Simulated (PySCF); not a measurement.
**[CH3]+ at several levels of theory**

All levels use the PBE0 minimum (singlet; C–H 1.093 Å (×3); H–C–H 120.0° (×3)), basis [C def2-TZVP, H def2-TZVP], no relativity, density fitting, no spin–orbit coupling, PySCF. For vertical energies the ionised species is a doublet (spins chosen at PBE0 and kept) and the electron-attached one a doublet. Open shells are unrestricted, also as the reference of the correlated levels. A dash marks a value that was not computed or is not defined at that level.

Z-matrix (Å, degrees; charge 1 multiplicity 1):
```
C
H  1 1.0931
H  1 1.0931 2 120.00
H  1 1.0931 2 120.00 3 180.00
```

```tsv
level	vertical IP (eV)	vertical EA (eV)	−ε(HOMO) (eV)	gap (eV)
PBE0	?	?	?	?
CCSD(T)	?	?	–	–
HF	24.60	8.97	25.82	18.10
PBE	25.39	9.99	19.98	5.50
r2SCAN	25.43	10.10	20.39	6.52
B3LYP	25.55	9.89	21.42	8.16
TPSSh	25.37	9.87	20.87	7.42
MP2	25.52	9.66	–	–
M06-2X	25.54	9.72	23.16	11.71
MN15	25.64	9.81	22.37	10.11
```

(1) Fill in the row of CCSD(T).

(2) Fill in the row of PBE0.

Results:

(1) vertical IP (eV) 25.57, vertical EA (eV) 9.68.

(2) vertical IP (eV) 25.45, vertical EA (eV) 9.94, −ε(HOMO) (eV) 21.65, gap (eV) 8.74.

For CH₃⁺ itself CCSD(T) correlates 6 electrons; T1 = 0.005, D1 = 0.009, (T) = -7 kJ/mol.
